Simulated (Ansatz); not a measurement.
Results of HSE06 (Ansatz, a first-principles code, PAW) for CsCl-type TlCl.

Settings: plane-wave cutoff 520 eV, 6×6×6 k mesh, scalar-relativistic PAW data made under PBE.

Cell (relaxed at this level):

```
TlCl
1.0
    3.88337     0.00000     0.00000
    0.00000     3.88337     0.00000
    0.00000     0.00000     3.88337
Tl Cl
1 1
Direct
  0.00000   0.00000   0.00000
  0.50000   0.50000   0.50000
```

Task: What does this level give for the Voigt–Reuss–Hill shear modulus (Hill average), Young modulus, elastic constant C44, Voigt–Reuss–Hill bulk modulus, elastic constant C12 and elastic constant C11?

Result: 
Voigt–Reuss–Hill shear modulus (Hill average): 8.38 GPa
Young modulus: 22.4 GPa
elastic constant C44: 5.83 GPa
Voigt–Reuss–Hill bulk modulus: 22.9 GPa
elastic constant C12: 13.4 GPa
elastic constant C11: 41.7 GPa

Elastic constants are with the ions relaxed.

Spin–orbit coupling is not included; it can shift volumes and moduli of such heavy elements.

Static lattice: no zero-point or thermal effects.
